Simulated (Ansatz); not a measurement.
# CHBSi: the cost of one run

Computed with Ansatz 0.2.0, Gaussian basis. Level: def2-TZVPP, core rule «outside noble gas», up to 7 orbitals frozen.

Plan: UHF; ROHF; CCSD(T) on UHF.

2 further runs of the same task are left out: 2 set aside as unsound or not needed.

## (1) The system

The geometry is a PBE0/def2-TZVP stationary point (not a proven minimum) of the parent state, kept for this charge and spin.

4 atoms, charge 0, spin multiplicity 5.

Atoms are counted from 1 here; the program's logs count them from 0.

Bond lengths: B1–C2 1.470 Å, B1–Si3 2.018 Å, C2–Si3 1.745 Å, C2–H4 1.084 Å. Angles: C2–B1–Si3 57.5°, B1–C2–Si3 77.2°, B1–C2–H4 130.2°, Si3–C2–H4 152.6°, B1–Si3–C2 45.3°.

Geometry (Å):

```
B     0.0000   -0.9058    0.9676
C     0.0000    0.5612    0.8684
Si    0.0000    0.0615   -0.8030
H     0.0000    1.3150    1.6480
```

## (2) UHF

The input, in.yaml:

```yaml
crystal:
  periodic: [false, false, false]
  atoms:
    - {symbol: B, position_ang: [0.000000, -0.905839, 0.967609]}
    - {symbol: C, position_ang: [0.000000, 0.561227, 0.868427]}
    - {symbol: Si, position_ang: [0.000000, 0.061485, -0.802988]}
    - {symbol: H, position_ang: [0.000000, 1.315005, 1.647998]}
basis:
  gaussian: {orbitals: def2-TZVPP}
magnetization: {spin_polarized: true, initial_magnetization: 4}
hamiltonian: {xc: hf}
output: {orbitals: {seedname: orbitals}}
```

Run with:

```
$ ansatz run in.yaml --threads 1 --pin off --events-out ev --progress --plain --max-ram 4096MiB --backend cpu
```

Q: Estimate wall time and peak memory on 1 thread of AMD EPYC 7R13, shared host.

About 9.5 s, with a peak of 0.25 GiB.
